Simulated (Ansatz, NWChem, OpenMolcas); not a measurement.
**PH3 (phosphine): the energy, rung by rung**

PH3: 4 atoms, total charge 0, spin state singlet. SMILES: `P`. The shape is that of a PBE0-D4/def2-TZVP optimisation.

```jsonl
{"atom": "P", "x (Å)": "0.3460", "y (Å)": "-0.3265", "z (Å)": "-0.3328"}
{"atom": "H", "x (Å)": "0.6309", "y (Å)": "-0.0340", "z (Å)": "1.0270"}
{"atom": "H", "x (Å)": "-1.0055", "y (Å)": "-0.6630", "z (Å)": "-0.0572"}
{"atom": "H", "x (Å)": "0.0287", "y (Å)": "1.0235", "z (Å)": "-0.6369"}
```

Each level gives the energy change with the P1–H4 bond stretched from 1.420 to 2.130 Å (eV). The values are calculated.

```json
{"level": "SVWN5/aug-cc-pVTZ (restricted)", "kind": "LDA", "program": "NWChem", "value (eV)": "1.85", "CPU time (all runs)": "50 s"}
{"level": "BLYP/aug-cc-pVTZ (restricted)", "kind": "GGA", "program": "OpenMolcas", "value (eV)": "1.77", "CPU time (all runs)": "81 s"}
{"level": "M06-L/aug-cc-pVTZ (restricted)", "kind": "meta-GGA", "program": "OpenMolcas", "value (eV)": "2.08", "CPU time (all runs)": "2 min"}
{"level": "M06-2X/aug-cc-pVTZ (restricted)", "kind": "hybrid meta-GGA", "program": "OpenMolcas", "value (eV)": "2.11", "CPU time (all runs)": "1.7 min"}
{"level": "HSE06/aug-cc-pVTZ (restricted)", "kind": "range-separated hybrid", "program": "Ansatz", "value (eV)": "2.03", "CPU time (all runs)": "8.2 s"}
{"level": "wB97X/aug-cc-pVTZ (restricted)", "kind": "range-separated hybrid", "program": "Ansatz", "value (eV)": "2.17", "CPU time (all runs)": "22 s"}
{"level": "PBE-QIDH/aug-cc-pVTZ (restricted)", "kind": "double hybrid", "program": "Ansatz", "value (eV)": "2.18", "CPU time (all runs)": "10 s"}
{"level": "MP2/aug-cc-pVTZ (restricted)", "kind": "perturbation theory", "program": "Ansatz", "value (eV)": "2.16", "CPU time (all runs)": "5.2 s"}
{"level": "BCCD(T)/aug-cc-pVTZ (restricted)", "kind": "coupled cluster or CI", "program": "Ansatz", "value (eV)": "1.91", "CPU time (all runs)": "43 s"}
{"level": "FCI/3-21G", "kind": "exact in the basis", "program": "Ansatz", "value (eV)": "1.42", "CPU time (all runs)": "6 s"}
```

The first shape isn't each level's own minimum. The values span 1.42 to 2.18 eV. High-level rows in very small sets aren't better than simpler rows in larger ones. Times are those of the runs behind each value, whatever else they computed, on shared processors of several kinds: orders of magnitude only.
